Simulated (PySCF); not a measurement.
**BH5S: core ionisation energies**

Compound: B(H2S)H3.
Z-matrix (Å and degrees, PBE0-D3(BJ)/def2-SVP geometry), rows numbered from 1:
```
B 
S   1  1.9952
H   2  1.3539  1  103.84
H   2  1.3539  1  103.81  3    96.22
H   1  1.2181  2  100.20  3    73.54
H   1  1.2146  2  106.78  3   -48.08
H   1  1.2181  2  100.18  3  -169.68
```

Method used: delta-SCF UKS SCAN, pcX-2 on the ionised atom, pcseg-1 elsewhere, spin-free X2C (PySCF). Vertical ΔSCF values, vacuum level as zero.

List the computed XPS lines with their assignment.

```json
{"atom(s)": "S2", "environment": "sulfur bonded to B and 2 H", "level": "S 1s", "binding energy (eV)": "2479.80", "count": "1"}
{"atom(s)": "B1", "environment": "boron bonded to S and 3 H", "level": "B 1s", "binding energy (eV)": "194.37", "count": "1"}
```

Which effective nuclear charge Zeff reproduces each element's mean 1s value in the hydrogen-like formula E = 13.606 eV × Zeff²?

B (Z = 5): mean 194.4 eV, Zeff = 3.78, Z − Zeff = 1.22; S (Z = 16): mean 2479.8 eV, Zeff = 13.50, Z − Zeff = 2.50. Means run over the listed sites, weighted by atom count.

What is the longest wavelength that can ionise B 1s of B1 vertically?

λ = hc/E = 12398.42 eV Å / 194.37 eV = 63.788 Å.

Not every level is listed. Isolated species at its PBE0-D3(BJ)/def2-SVP geometry, gas phase.
